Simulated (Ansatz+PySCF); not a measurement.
The numbers below are computed, except where a source is named.
This PySCF input gave a total energy of -398.56684 hartree.

```python
from pyscf import gto, scf

mol = gto.M(atom="""
S 0.000000 0.000000 -0.104020
H 0.000000 0.971530 0.832150
H 0.000000 -0.971530 0.832150
""", basis='def2-svp', charge=0, spin=0)
mf = scf.UHF(mol)
mf.init_guess = 'atom'
mf.kernel()
while True:  # follow internal instabilities
    mo, _, stable, _ = mf.stability(return_status=True)
    if stable: break
    mf.kernel(mf.make_rdm1(mo, mf.mo_occ))
print(mf.converged, mf.e_tot, mf.spin_square()[0])
```

**Question.** Write an input for Ansatz with the same method and basis set.

**Answer.**

```yaml
crystal:
  periodic: [false, false, false]
  atoms:
    - { symbol: S, position_ang: [0.0, 0.0, -0.10402] }
    - { symbol: H, position_ang: [0.0, 0.97153, 0.83215] }
    - { symbol: H, position_ang: [0.0, -0.97153, 0.83215] }
basis:
  gaussian: { orbitals: def2-SVP }
magnetization:
  spin_polarized: true
hamiltonian:
  xc: hf
```

Ansatz (development build ahead of 0.2.0) gave -398.56684 hartree, 0.00 meV from the first.
